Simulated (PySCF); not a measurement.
Molecule: `CC(C)(C)C`, C$_{5}$H$_{12}$.

Geometry:
```json
{"atom": "C1", "x (Å)": "-0.357", "y (Å)": "-0.458", "z (Å)": "1.416"}
{"atom": "C2", "x (Å)": "0.000", "y (Å)": "0.000", "z (Å)": "0.000"}
{"atom": "C3", "x (Å)": "0.132", "y (Å)": "1.524", "z (Å)": "-0.025"}
{"atom": "C4", "x (Å)": "-1.102", "y (Å)": "-0.432", "z (Å)": "-0.969"}
{"atom": "C5", "x (Å)": "1.327", "y (Å)": "-0.634", "z (Å)": "-0.421"}
{"atom": "H6", "x (Å)": "-1.309", "y (Å)": "-0.015", "z (Å)": "1.750"}
{"atom": "H7", "x (Å)": "-0.462", "y (Å)": "-1.554", "z (Å)": "1.465"}
{"atom": "H8", "x (Å)": "0.422", "y (Å)": "-0.163", "z (Å)": "2.137"}
{"atom": "H9", "x (Å)": "0.386", "y (Å)": "1.885", "z (Å)": "-1.035"}
{"atom": "H10", "x (Å)": "-0.809", "y (Å)": "2.011", "z (Å)": "0.278"}
{"atom": "H11", "x (Å)": "0.923", "y (Å)": "1.867", "z (Å)": "0.661"}
{"atom": "H12", "x (Å)": "-2.073", "y (Å)": "0.010", "z (Å)": "-0.691"}
{"atom": "H13", "x (Å)": "-1.222", "y (Å)": "-1.528", "z (Å)": "-0.974"}
{"atom": "H14", "x (Å)": "-0.873", "y (Å)": "-0.116", "z (Å)": "-2.000"}
{"atom": "H15", "x (Å)": "1.264", "y (Å)": "-1.734", "z (Å)": "-0.411"}
{"atom": "H16", "x (Å)": "2.143", "y (Å)": "-0.339", "z (Å)": "0.258"}
{"atom": "H17", "x (Å)": "1.611", "y (Å)": "-0.325", "z (Å)": "-1.440"}
```

Spin–spin couplings on one PBE0-D3(BJ)/def2-SVP geometry, PySCF 2.14.0 with density-fitted response routines, gas phase, non-relativistic, equivalent pairs averaged (without the spin–dipole term); isotopes 13C, 1H; functional B3LYP.

Reference values (Hz): 1J(C1,H6) = 123.3 (measured; Jessen and Sauer, arXiv:2312.00705); 1J(C1,C2) = 36.9 (measured; Jessen and Sauer, arXiv:2312.00705).

Q: How do the couplings (Hz) change with the basis set? Times are CPU seconds on shared hosts with different chips, so compare them loosely. Far from the basis limit: 6-31G*, pcJ-0, 6-31G-J, def2-TZVP, cc-pVTZ.

A: 
```
basis set  functions  1J(C1,H6)  1J(C1,C2)  mean abs. error  core-s
   6-31G*         94      140.4       49.1             14.6      23
    pcJ-0        101      113.4       26.9              9.9      10
  6-31G-J        108      135.1       36.8              5.9      12
def2-TZVP        227      123.4       34.8              1.1      38
    pcJ-1        255      131.5       36.1              4.5      38
  cc-pVTZ        318      117.2       30.8              6.1      64
```

Errors compare magnitudes, without vibrational corrections, and the largest couplings weigh most in the mean. Closest: def2-TZVP; furthest: 6-31G*.

The Fermi-contact term samples the wavefunction at the nucleus, which is why sets with added tight s functions (names with J) are made for couplings. Agreement of an ordinary basis with the reference is then largely a cancellation of errors.
